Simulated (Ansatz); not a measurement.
Relaxation of C2H4ClNO (9 atoms, charge 0, multiplicity 1), to a largest force component of 0.015 eV/Å in at most 40 steps.

The calculation used Ansatz 0.2.0, RKS revPBE-D4/6-31G.

```xyz
9
Properties=species:S:1:pos:R:3
N 1.026 0.782 0.134
C 0.385 -0.353 -0.263
Cl 1.413 -1.307 -1.230
C -0.783 -0.732 0.007
O -1.391 -1.920 -0.425
H 0.348 1.631 -0.014
H 1.860 0.970 -0.410
H -1.502 -0.211 0.645
H -0.818 -2.254 -1.204
```

Q: Where does it end, and by what steps?

A: It converged. Limits of this set-up: no polarisation functions. After 12 steps the energy has fallen by 1.325 eV; H7 moved furthest, 1.00 Å.

| step | energy less start (eV) | largest force component (eV/Å) | accepted |
| --- | --- | --- | --- |
| 0 | 0.0000 | 6.664 | yes |
| 1 | -0.7693 | 1.705 | yes |
| 2 | -0.9174 | 0.708 | yes |
| 3 | -0.9854 | 0.841 | yes |
| 4 | -1.0543 | 1.849 | yes |
| 5 | -1.1980 | 0.848 | yes |
| 6 | -1.2787 | 0.306 | yes |
| 7 | -1.3007 | 0.286 | yes |
| 8 | -1.3180 | 0.337 | yes |
| 9 | -1.3209 | 0.179 | yes |
| 10 | -1.3235 | 0.110 | yes |
| 11 | -1.3247 | 0.036 | yes |
| 12 | -1.3248 | 0.005 | yes |

```xyz
9
Properties=species:S:1:pos:R:3
N 0.884 0.953 -0.016
C 0.314 -0.229 -0.394
Cl 1.215 -1.284 -1.783
C -0.821 -0.807 0.058
O -1.367 -2.006 -0.353
H 0.807 1.765 -0.627
H 1.712 0.942 0.579
H -1.416 -0.323 0.832
H -0.787 -2.405 -1.057
```

Run time: 110 s on 1 thread of Intel(R) Xeon(R) Processor @ 2.50GHz (Skylake/Cascade Lake), on a shared host, peak memory 0.16 GiB.
